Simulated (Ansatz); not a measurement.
Results of LDA (plane waves, PAW; Ansatz, a first-principles code) for GaS (P6₃/mmc, No. 194).

Numerical settings: plane-wave cutoff 520 eV, 12×12×4 k mesh (along the axes of the cell as run), Fermi–Dirac smearing 0.01 eV, scalar-relativistic PAW data made under PBE.

Cell (measured lattice):

```xyz
8
Lattice="3.5850 0.0000 0.0000 -1.7925 3.1047 0.0000 0.0000 0.0000 15.5000" Properties=species:S:1:pos:R:3 pbc="T T T"
Ga     0.0000     2.0698     2.6350
Ga     1.7925     1.0349    10.3850
Ga     0.0000     2.0698     5.1150
Ga     1.7925     1.0349    12.8650
S      0.0000     2.0698     9.3000
S      1.7925     1.0349     1.5500
S      0.0000     2.0698    13.9500
S      1.7925     1.0349     6.2000
```

Q: Predict the band gap.

A: 
band gap: 1.40 eV (direct)

Measured, for comparison: band gap 2.5 eV (temperature not stated, no zero-point or thermal correction, compiled measured gap; kind and temperature not stated; as tabulated in Kothakonda et al. (2022), arXiv:2208.02841).

Note: cell and atoms aren't relaxed at this level (pressure -3.0 GPa).

Spin–orbit coupling is not included.

Computed values are for the static lattice.

Cost on a shared machine: about 40 core-seconds (a rough figure).
